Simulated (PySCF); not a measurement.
## H₂S: how level, basis and relativity move the structure

Each row is its own optimisation.

Each entry is the lowest minimum that a search over a few typed start shapes (and spin states, where more than one is plausible) found, or that minimum re-optimised at the stated level; isomers with ligand–ligand bonds, or fragments after loss of a ligand pair, can lie lower. Open shells are unrestricted; no spin–orbit coupling; PySCF with density fitting.

```tsv
level	2S+1	point group	mean bond to S (Å)	gap (eV)	polar-tensor charge of S	dipole (D)	lowest ω (cm⁻¹)
B3LYP/def2-TZVP (no relativity)	?	?	?	?	?	?	?
PBE/def2-TZVP (no relativity)	1	C2v	1.352	5.68	-0.11	1.13	1170
PBE0/def2-TZVP (no relativity)	1	C2v	1.341	8.07	-0.12	1.16	1209
wB97X/def2-TZVP (no relativity)	1	C2v	1.337	12.82	-0.12	1.19	1228
```

**Question.** Fill in the row of B3LYP/def2-TZVP (no relativity).

**Answer.** 2S+1: 1; point group: C2v; mean bond to S (Å): 1.343; gap (eV): 7.52; polar-tensor charge of S: -0.10; dipole (D): 1.11; lowest ω (cm⁻¹): 1215.

Across these levels the mean bond spreads over 0.015 Å and the highest wavenumber over 143 cm⁻¹; all give the same point group.

Levels that gave another bonding pattern or an unsound solution are left out.
